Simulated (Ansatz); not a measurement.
Task: a relaxed scan of one distance of H₃NSSi, SMILES N[Si]S, with the Python package of Ansatz (0.2.0). Give the script and its output. Level of theory (for the species named): Hartree-Fock, def2-SVP basis, multiplicity 1.

```xyz
6

N    -1.1330    0.0354   -0.7567
Si   -0.2959   -0.9744    0.2290
S     1.3629    0.2213    0.7575
H    -1.3154    0.9457   -0.2567
H    -0.5888    0.3813   -1.5579
H     2.0124   -0.6732    1.5386
```

`relaxed_scan.py`:
```python
"""One bond of H3NSSi held at set lengths while the rest relaxes."""

import ansatz as az
import numpy as np

BASIS_SET = "def2-SVP"
FUNCTIONAL = "hf"

h3nssi = (
    az.Crystal.molecule()
    .atom("N", [-1.133, 0.0354, -0.7567])
    .atom("Si", [-0.2959, -0.9744, 0.229])
    .atom("S", [1.3629, 0.2213, 0.7575])
    .atom("H", [-1.3154, 0.9457, -0.2567])
    .atom("H", [-0.5888, 0.3813, -1.5579])
    .atom("H", [2.0124, -0.6732, 1.5386])
)

setup = (
    h3nssi.calculation()
    .basis(gaussian=BASIS_SET)
    .functional(FUNCTIONAL)
)
symbols = [site.symbol for site in h3nssi.cartesian_sites]
pairs = [(0, 1), (0, 3), (0, 4), (1, 2), (2, 5)]
print("held (A)   E (eV)        ", "  ".join(f"{symbols[i]}{i}-{symbols[j]}{j}" for i, j in pairs))
for length in [0.95, 1.03, 1.11, 1.23, 1.39]:
    report = setup.relax(constraints=[az.DistanceConstraint((0, 4), at=length)], force_tolerance=0.02, max_steps=60).run(threads=1).report
    xyz = np.array(report["positions_ang"])
    print(f"{length:6.2f} {report['free_energy_ev']:14.5f}  ", "  ".join(f"{np.linalg.norm(xyz[i] - xyz[j]):.3f}" for i, j in pairs))
```

```console
$ python relaxed_scan.py
held (A)   E (eV)         N0-Si1  N0-H3  N0-H4  Si1-S2  S2-H5
DeckWarning: relax.constraints: the input's atoms, or those drawn, lie off the distances that are held; a relaxation that starts there is brought onto them ahead of its first SCF, by positions alone, an atom by 3.92e-2 Å at the most. With the symmetry detection on, the symmetry is detected on the input's atoms as so [...]
  0.95   -20202.55167   1.706  1.003  0.950  2.174  1.335
  1.03   -20202.61041   1.705  1.003  1.030  2.174  1.335
  1.11   -20202.39078   1.705  1.003  1.110  2.175  1.335
  1.23   -20201.77682   1.703  1.003  1.230  2.177  1.335
  1.39   -20200.74142   1.701  1.003  1.390  2.179  1.335
```
(Warnings from the package without file and line, shortened, repeats left out.)

Notes:
- Total energies depend on the basis set; only differences at equal settings carry meaning.
- The energies are electronic: no zero-point or thermal terms, and the basis set is short of its limit.
- Run time: 47 s on 1 thread of Arm Neoverse V2, on a shared host, peak memory 0.19 GiB.
